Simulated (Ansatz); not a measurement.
Energy needed to pull apart CH3O (SMILES [CH2]O), doublet, into free ground-state atoms, from the structure below (displaced at random from a GFN2-xTB minimum); no zero-point or spin–orbit terms; open-shell atoms are treated unrestricted, in their ground-state multiplicity.

```xyz
5
angstrom
C -0.3534 -0.3264 -0.0880
O 0.2796 0.8820 0.1865
H -1.3647 -0.2245 -0.1952
H 0.2604 -1.2129 -0.2167
H 1.3134 0.7179 0.2232
```

Program: Ansatz 0.2.0. Basis: def2-TZVPP. Cores are frozen in the correlated methods; orbitals are unrestricted.

```tsv
method	atomization energy (kcal/mol)
PBE-D4	?
BLYP-D4	409.0
r2SCAN-D4	407.8
PBE0-D4	404.7
CAM-B3LYP-D4	407.7
wB97M-V	404.8
HF	280.2
MP2	?
CCSD	386.6
CCSD(T)	392.7
```

What does PBE-D4 give? (An estimate is asked for; the value comes from the calculation.)

The calculation gives: 417.0 kcal/mol, which is about 24.3 kcal/mol more than CCSD(T)/def2-TZVPP.

What does MP2 give? (An estimate is asked for; the value comes from the calculation.)

The calculation gives: 398.5 kcal/mol, which is about 5.7 kcal/mol more than CCSD(T)/def2-TZVPP.

In triple zeta the MP2 and coupled-cluster atomization energies are still short of their basis limit by a few kcal/mol a bond, whereas those of the functionals are nearly converged, so these differences are not deviations from converged CCSD(T).

No T1 diagnostic of these runs exceeds 0.018. ⟨S²⟩ of the unrestricted Hartree–Fock references: 0.76 (a pure state has 0.75).

For scale, one of the runs: CCSD(T)/def2-TZVPP forces, 104 basis functions (an equivalent command: `ansatz run in.yaml --threads 4`). The run took 23 s on 4 CPU threads (shared host), with 1.2 GiB of host memory at its peak.
